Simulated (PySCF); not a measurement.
trimethylamine (C₃H₉N), SMILES CN(C)C.

Coordinates come from a B3LYP-D3(BJ)/def2-SVP optimisation.

Method: PySCF with r2SCAN/def2-TZVP.

Symmetry labels are those of the subgroup Cs that the program uses (full group C3v).

Computed valence orbital energies around the gap with their symmetry:
| orbital | symmetry | energy (eV) |
|---|---|---|
| HOMO−7 | A" | -11.84 |
| HOMO−6 | A' | -11.68 |
| HOMO−5 | A" | -9.74 |
| HOMO−4 | A' | -9.74 |
| HOMO−3 | A" | -9.10 |
| HOMO−2 | A" | -9.00 |
| HOMO−1 | A' | -9.00 |
| HOMO | A' | -4.98 |
| LUMO | A' | 1.05 |
| LUMO+1 | A" | 2.62 |
| LUMO+2 | A' | 2.62 |
| LUMO+3 | A' | 2.73 |
